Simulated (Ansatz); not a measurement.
System: C3H7, net charge 0, doublet state. It need not be the lowest isomer of its formula. 
Geometry from a B3LYP-D3(BJ)/def2-TZVP (Ansatz, an electronic-structure program) optimisation:
SMILES: C[CH]C
```xyz
10

C      0.0078     0.5370    -0.0037
C      0.0099    -0.1884     1.2924
C      0.0104    -0.2064    -1.2896
H     -0.1967     1.6000    -0.0111
H      0.1792     0.4802     2.1373
H      0.1802     0.4505    -2.1437
H     -0.9463    -0.7046     1.4747
H      0.7800    -0.9680     1.3143
H      0.7806    -0.9861    -1.3004
H     -0.9456    -0.7250    -1.4652
```
Charge 0, spin multiplicity 2.

Total electronic energies in hartree. Cores are frozen in the correlated levels unless marked. UHF or UKS for open shells. No spin-orbit coupling. Non-relativistic. Basis-set limits of correlation are two-point, X^-3; Hartree-Fock from the larger set. [CCSD(T)-MP2]/basis is that difference in the basis named.

```
level                                                     program  energy (Eh)
-------------------------------------------------  --------------  -----------
HF/STO-3G                                                  Ansatz   -116.24673
HF/aug-cc-pVDZ                                             Ansatz   -117.64891
HF/cc-pVTZ                                                 Ansatz   -117.67919
PBE/def2-TZVPD                                             Ansatz            ?
revPBE/def2-TZVPD                                          Ansatz   -118.48133
r2SCAN/def2-TZVPD                                          Ansatz   -118.44170
BHLYP/def2-TZVPD                                           Ansatz   -118.44115
r2SCAN0-D4/def2-TZVPD                              Ansatz + dftd4   -118.43562
HSE06-D4/def2-TZVPD                                Ansatz + dftd4            ?
CAM-B3LYP-D3(BJ)/def2-TZVPD                        Ansatz + dftd3            ?
LC-wPBE/def2-TZVPD                                         Ansatz   -118.44653
CCSD/STO-3G                                                Ansatz   -116.43739
CCSD(T)/aug-cc-pVDZ                                        Ansatz   -118.13930
CCSD(T)/cc-pVDZ                                            Ansatz   -118.11766
RI-MP2/CBS(cc-pVTZ,cc-pVQZ)+[CCSD(T)-MP2]/cc-pVTZ          Ansatz    -118.3080
```

Problem. Some entries are withheld; supply them.

Solution. 
- PBE/def2-TZVPD, energy (Eh): -118.34154
- HSE06-D4/def2-TZVPD, energy (Eh): -118.36258
- CAM-B3LYP-D3(BJ)/def2-TZVPD, energy (Eh): -118.44833
